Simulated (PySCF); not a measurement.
## CCl⁺: frontier orbitals

r²SCAN at R = 1.548 Å; basis C aug-cc-pVDZ, Cl aug-cc-pV(D+d)Z; no relativity; PySCF 2.14. State: ¹Σ⁺ (singlet), closed shell. Only the outer orbitals are listed, counted within each symmetry.

| orbital | occ. | ε (eV) | on C (%) | main shells (%) |
| --- | --- | --- | --- | --- |
| 5σ | 2 | -34.44 | 30 | 66 Cl s, 20 C s, 9 C p |
| 6σ | 2 | -24.85 | 37 | 38 C s, 31 Cl s, 31 Cl p |
| 2π | 2 | -19.71 | 19 | 79 Cl p, 18 C p |
| 2π | 2 | -19.71 | 19 | 79 Cl p, 18 C p |
| 7σ | 2 | -17.46 | 84 | 50 C s, 33 C p, 18 Cl p |
| 3π | 0 | -12.79 | 74 | 75 C p, 20 Cl p |
| 3π | 0 | -12.79 | 74 | 75 C p, 20 Cl p |
| 8σ | 0 | -7.06 | 18 | 43 Cl p, 33 Cl d, 24 C p |

**Question.** Which are the highest filled and the lowest empty level, where do they sit, and how wide is the gap?

**Answer.** Highest filled 7σ at -17.46 eV (in %: 50 C s, 33 C p, 18 Cl p); lowest empty 3π at -12.79 eV (in %: 75 C p, 20 Cl p); the gap at r²SCAN is 4.67 eV.

| Item | Value |
| --- | --- |
| bond order (Mayer) | 1.67 |
| ⟨S²⟩ | 0.000 |
| charge on C (Mulliken, basis-dependent) | 0.20 |
| charge on C (Löwdin, basis-dependent) | 0.10 |
| dipole moment (positive dipole points towards Cl; it is taken about the centre of mass and depends on that origin) | 0.19 D |
